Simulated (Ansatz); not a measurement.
Property card for TiAu

Computed with Ansatz, DFT r2SCAN, scalar-relativistic, plane waves, PAW.

Cutoff 500 eV; k points 10×14×8 on the computed 4-atom cell (Γ-centred); Gaussian smearing, width 0.10 eV; collinear spin from starting moments 0.98 0.98 0 0 μB.

The structure is relaxed at this level of theory with its symmetry kept. Whether it is the stable form of this composition wasn't checked.

```cif
data_structure
_symmetry_space_group_name_H-M 'Pmma'
_symmetry_Int_Tables_number 51
_cell_length_a 4.6008
_cell_length_b 2.9786
_cell_length_c 4.9223
_cell_angle_alpha 90.000
_cell_angle_beta 90.000
_cell_angle_gamma 90.000
_cell_volume 67.46
loop_
_atom_site_label
_atom_site_type_symbol
_atom_site_symmetry_multiplicity
_atom_site_Wyckoff_symbol
_atom_site_fract_x
_atom_site_fract_y
_atom_site_fract_z
_atom_site_occupancy
Ti1 Ti 2 e 0.25000 0.00000 0.81898 1
Au1 Au 2 f 0.25000 0.50000 0.32362 1
```

```
Space group                                                       : Pmma (No. 51)
Volume per atom                                                   : 16.86 Å³
Formation energy from the elements' standard states (uncorrected) : -0.480 eV/atom
Generalised Kohn–Sham band gap                                    : none (metal)
Density of states at the Fermi level                              : 3.07 states/eV per cell
Löwdin character within 0.5 eV of the Fermi level                 : Ti 3d 72 %, Au 5d 8 %, unprojected 14 %
Bader charges (e)                                                 : Ti (2 in the cell) 1.32, Au (2 in the cell) -1.32
Total moment                                                      : 2.22 μB per cell
Site moments (μB; atoms counted from 1 over the whole cell)       : Ti (atom 1) 0.89, Ti (atom 2) 0.89
```

The state reached may not be the lowest one. Spin-orbit coupling is left out, which matters for the bands of heavy elements.

Only this magnetic start was tried.

Cost: 1 run of about 4.6 core-minutes, on Intel Xeon Platinum 8488C (Sapphire Rapids) (shared hosts).